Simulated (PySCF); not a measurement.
Job file and geometry (Å, from PBE0-D3(BJ)/def2-SVP) of an NMR shielding run on hydrogen sulfate (SMILES O=S(=O)([O-])O), PySCF 2.14.0, density-fitted response routines, GIAO PBE0/pcSseg-1 NMR shielding, non-relativistic, gas phase; density fitting, a coarse starting grid and PySCF grid level 2 are the driver's defaults:

```
{"job": {"kind": "nmr", "xc": "PBE0", "basis": "pcSseg-1"}, "charge": -1, "multiplicity": 1}
O     -0.951919    -0.963843    -1.012918
S     -0.455614    -0.025424    -0.000086
O     -0.137970    -0.638128     1.309097
O     -1.170225     1.253814     0.061077
O      1.088558     0.397676    -0.538763
H      1.633400    -0.020114     0.138453
```

Task: What does the program print?

Result: 
```
coarse grid: 6592 points
cycle   1  E = -698.8281491345  dE =  1.418e+00  |g| = 1.366e+00  |ddm| = 2.739e+00
cycle   2  E = -698.4287506601  dE =  3.994e-01  |g| = 2.057e+00  |ddm| = 2.110e+00
cycle   3  E = -699.1402099658  dE = -7.115e-01  |g| = 1.758e-01  |ddm| = 1.376e+00
cycle   4  E = -699.1451177200  dE = -4.908e-03  |g| = 7.114e-02  |ddm| = 1.621e-01
cycle   5  E = -699.1458733167  dE = -7.556e-04  |g| = 2.323e-02  |ddm| = 5.031e-02
cycle   6  E = -699.1459751022  dE = -1.018e-04  |g| = 2.057e-03  |ddm| = 1.744e-02
cycle   7  E = -699.1459753402  dE = -2.380e-07  |g| = 1.660e-03  |ddm| = 2.047e-03
final grid: 61952 points
cycle   8  E = -699.2181351275  dE = -1.700e-05  |g| = 8.774e-03  |ddm| = 1.431e-02
cycle   9  E = -699.2181250180  dE =  1.011e-05  |g| = 1.161e-02  |ddm| = 1.118e-02
cycle  10  E = -699.2181464463  dE = -2.143e-05  |g| = 2.022e-03  |ddm| = 7.280e-03
cycle  11  E = -699.2181471494  dE = -7.031e-07  |g| = 3.824e-04  |ddm| = 1.470e-03
cycle  12  E = -699.2181471725  dE = -2.306e-08  |g| = 1.005e-04  |ddm| = 3.029e-04
cycle  13  E = -699.2181471743  dE = -1.860e-09  |g| = 2.312e-05  |ddm| = 7.952e-05
cycle  14  E = -699.2181471744  dE = -6.412e-11  |g| = 1.401e-05  |ddm| = 2.271e-05
converged SCF energy = -699.2181471744

GIAO shielding tensors (ppm)
atom      isotropic    diamagn.    paramagn.     s11        s22        s33       span
  0 O       98.081     400.907    -302.826     41.244     84.332    168.667    127.423
  1 S      151.912    1049.685    -897.773     31.691    172.333    251.712    220.021
  2 O       95.488     403.041    -307.553      8.656     85.159    192.649    183.994
  3 O      102.952     400.646    -297.694     48.646     87.417    172.793    124.147
  4 O      111.614     396.637    -285.023     11.296     22.125    301.421    290.124
  5 H       28.178      33.622      -5.445     22.949     26.586     34.998     12.049
```

Task: Turn these shieldings into chemical shifts. δ = σ(ref) − σ, references computed at the same level: H2O for 17O (334.56 ppm); CS2 for 33S (495.66 ppm); 1H (31.27 ppm) against TMS.

Result: Averaging equivalent atoms: O 0/2/3: 235.7; O 4: 222.9; S 1: 344; H 5: 3.09 ppm. Experimental scales use liquid or dissolved standards, which lie at an offset from isolated H2O (liquid H2O: subtract about 36 ppm).

Size and cost of the density-fitted run: 97 basis functions, 4.9 s wall time on 1 thread of an Arm Neoverse V2, shared host.
